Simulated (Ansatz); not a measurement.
Zinc-blende BeTe, treated with PBE-D3(BJ) (PAW; Ansatz, a quantum-chemistry and plane-wave program).

Run with plane-wave cutoff 520 eV, 10×10×10 k mesh, Fermi–Dirac smearing 0.01 eV, scalar-relativistic PAW data made under PBE.

Pressure at four volumes; x = ln(V/21.726 Å³). One pressure is withheld.

```csv
V (Å³/atom),x,P (GPa)
20.422,-0.0619,?
20.857,-0.0408,2.75
21.726,0.0000,0.01
23.030,0.0583,-3.21
```

Q: Pass a parabola P(x) through the three rows shown, estimate the bulk modulus and its pressure derivative near zero pressure, and predict the withheld pressure.

A: Slopes between the rows: (0.01 − (2.75))/(0.0000 − (-0.0408)) = -67.16 and (-3.21 − (0.01))/(0.0583 − (0.0000)) = -55.23 GPa. Their difference over the span 0.0991 is c = 11.93/0.0991 = 120.4 GPa, so P(x) = 2.75 + (-67.16)(x − (-0.0408)) + 120.4 (x − (-0.0408))(x − (0.0000)). At the middle row B = −dP/dx = −[-67.16 + 120.4 × 0.0408] = 62.2 GPa, and B′ = dB/dP = 2c/B = 3.9. At x = -0.0619 the parabola gives 4.32 GPa; the run gives 4.34 GPa. The Birch–Murnaghan fit to the energies at all volumes has B0 = 61.9 GPa and B′ = 4.0.

Measured, for comparison: bulk modulus 67 GPa (room temperature, no zero-point or thermal correction; as tabulated in Elmahjoubi et al. (2023), arXiv:2303.01780). Computed (rounded) less measured: bulk modulus -8 %.

Spin–orbit coupling is not included.
